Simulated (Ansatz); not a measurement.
Zinc-blende HgSe was calculated with Hartree–Fock (Ansatz, a program for electronic structure, plane waves, PAW).

Settings: plane-wave cutoff 460 eV, 8×8×8 k mesh, Fermi–Dirac smearing 0.01 eV, scalar-relativistic PAW data made under PBE.

Properties against volume:

```
V (Å³/atom)  P (GPa)  direct gap at Γ (eV)
-----------  -------  --------------------
29.833          2.87                 5.476
30.618          1.34                 5.398
31.311          0.15                 5.330
32.188         -1.17                 5.243
32.973         -2.18                 5.166
```

A straight line through the gaps at Γ against ln V gives a volume deformation potential dE_g(Γ)/d ln V of -3.1 eV: the gap at Γ widens under compression.

Note: the cell is over a tenth larger than the published one: the level's own overestimate first of all, though another phase or state, or a fault of the published cell, is possible.

Spin–orbit coupling is not included; with these elements it can move the gap by several tenths of an eV or more.
